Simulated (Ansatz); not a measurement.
We consider bcc W, described by r²SCAN (Ansatz, a quantum-chemistry and plane-wave program, PAW).

Numerical settings: plane-wave cutoff 600 eV, 20×20×20 k mesh, Fermi–Dirac smearing 0.1 eV, finite displacements, no spin polarisation, scalar-relativistic PAW data made under PBE.

Computed at the level's own relaxed cell.

Harmonic phonon frequencies (cm⁻¹; i marks an imaginary mode):

```json
[
 {"q point": "H", "frequencies": "184 184 184"},
 {"q point": "N", "frequencies": "…"}
]
```

Fill in the missing entries.


- N, frequencies: 137 154 224

No imaginary mode appears at these points.
